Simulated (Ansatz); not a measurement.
A nudged elastic band was laid between two geometries of H6Si2 (8 atoms, charge 0, multiplicity 1).

All numbers below come from RKS PBE0/cc-pVDZ (Ansatz).

```
movable images  : 5
climbing image  : yes
spring          : 5.0 eV/Å²
optimiser       : quadratic models (default)
start path      : through a guess of the saddle point
force threshold : 0.05 eV/Å
iteration limit : 60
end points      : relaxed
```

Image 0:

```xyz
8
Properties=species:S:1:pos:R:3
Si 0.352 0.015 -0.039
Si 1.020 -0.017 2.214
H -0.153 -0.264 3.115
H 2.030 -1.104 2.433
H 1.640 1.298 2.582
H 1.553 0.209 -0.916
H -0.609 1.139 -0.285
H -0.311 -1.277 -0.410
```

Image 6:

```xyz
8
Properties=species:S:1:pos:R:3
Si 0.357 0.014 -0.040
Si 1.023 -0.014 2.213
H 0.661 -1.324 2.846
H 2.507 0.177 2.319
H 0.343 1.089 2.969
H 1.063 -1.068 -0.803
H 0.690 1.336 -0.664
H -1.122 -0.210 -0.146
```

Q: What changes between the two ends?

A: No bond is made or broken.  The two ends are copies of one structure, up to a mirror image or an exchange of like atoms.

Q: What energy profile does the band end with?

A: It converged. The highest image is number 3 of 0 to 6, 1.0 kcal/mol above the ends, which have the same energy within 2 meV. A vibrational analysis at the climbing image gives one clearly imaginary mode, 129i cm⁻¹: a first-order saddle point.

| image | path coordinate (Å) | energy (kcal/mol) |
| --- | --- | --- |
| 0 | 0.00 | 0.0 |
| 1 | 0.57 | 0.3 |
| 2 | 1.13 | 0.7 |
| 3 | 1.70 | 1.0 |
| 4 | 2.30 | 0.7 |
| 5 | 2.90 | 0.3 |
| 6 | 3.50 | 0.0 |

Q: What is the geometry of the highest image?

A: 
```xyz
8
Properties=species:S:1:pos:R:3
Si 0.343 -0.010 -0.042
Si 1.039 0.010 2.215
H 0.135 -0.850 3.047
H 2.439 -0.513 2.340
H 1.005 1.405 2.763
H 1.443 -0.513 -0.926
H -0.031 1.373 -0.487
H -0.852 -0.902 -0.215
```

Q: What are the harmonic wavenumbers there?

A: 129i, 407, 409, 428, 607, 608, 828, 905, 932, 933, 935, 936, 2197, 2205, 2210, 2213, 2219, 2222 cm⁻¹.

Time of the run: 100 s on 1 thread of Arm Neoverse V1, on a shared host, peak memory 0.12 GiB.
